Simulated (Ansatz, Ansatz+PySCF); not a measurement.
```yaml
atoms:
  - { symbol: O, position_ang: [-1.3396, -0.1445, 0.0000] }
  - { symbol: H, position_ang: [-1.7527, 0.6381, 0.0000] }
  - { symbol: H, position_ang: [-0.4747, 0.0808, 0.0000] }
  - { symbol: O, position_ang: [1.2636, 0.1489, 0.0000] }
  - { symbol: H, position_ang: [1.4176, -0.3771, -0.6978] }
  - { symbol: H, position_ang: [1.4176, -0.3771, 0.6978] }
```

RHF-MP2 on singlet H₄O₂ was run in several spherical basis sets with Ansatz (development build ahead of 0.2.0). Frozen core: 2 orbitals. Caution for RHF-MP2: no unrestricted run beside it, a lower state can exist.

Question: Rank the basis sets by the total energy that they give, lowest first, with the distance from the lowest.
A. cc-pVTZ
B. def2-SVP
C. def2-TZVP
D. cc-pVDZ
E. 6-31G(d)

Answer: A (0.00 eV), C (0.40 eV), D (4.94 eV), E (6.93 eV), B (8.52 eV).

Totals follow the description of the cores as much as that of the bonds, so this order isn't one of quality for chemistry.
